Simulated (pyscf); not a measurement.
Elementary routes open to O=Sn=O + hydrogen (H₂) in the gas phase (singlet surface):
A. O=Sn: [singlet] + water (H₂O) (O–Sn, H–H broken; H–O, H–O formed)
B. O=SnH–OH (H–H broken; H–Sn, H–O formed)

Optimised with ωB97X-D3(BJ)/def2-SVP in PySCF.

Task: Rank the routes by free-energy barrier at 298 K, lowest first, for ωB97M-D3(BJ)/def2-TZVP energies (ideal gas, 1 atm, RRHO with modes under 100 cm⁻¹ raised to 100, one conformer, R ln 2 for chiral ones without a mode under 150 cm⁻¹).

Result: B (118.7 kJ/mol), A (170.5 kJ/mol)

Route B is the fastest of these, ahead of the next by 51.9 kJ/mol. The most stable products are those of A (ΔG = -267.4 kJ/mol), whose barrier is 51.9 kJ/mol higher: the kinetic and the thermodynamic product differ. At 1200 K B is still the fastest. A: On the product side the descent ends in an adduct with a O–Sn contact, 57.9 kJ/mol under the separated species and 486.4 kJ/mol under the saddle at ωB97X-D3(BJ)/def2-TZVP. B: On the product side the descent ends in a point that may be a rotor saddle (no frequency run), 11.4 kJ/mol over the lowest minimum found and 275.6 kJ/mol under the saddle at ωB97X-D3(BJ)/def2-TZVP. Only these routes are compared; each barrier is that of the saddle found, and lower ones may exist. A restricted solution here is unstable towards spin polarisation, so biradical character is likely and single-reference numbers are less safe. Elements past Kr carry the def2 core potentials, without spin-orbit coupling.
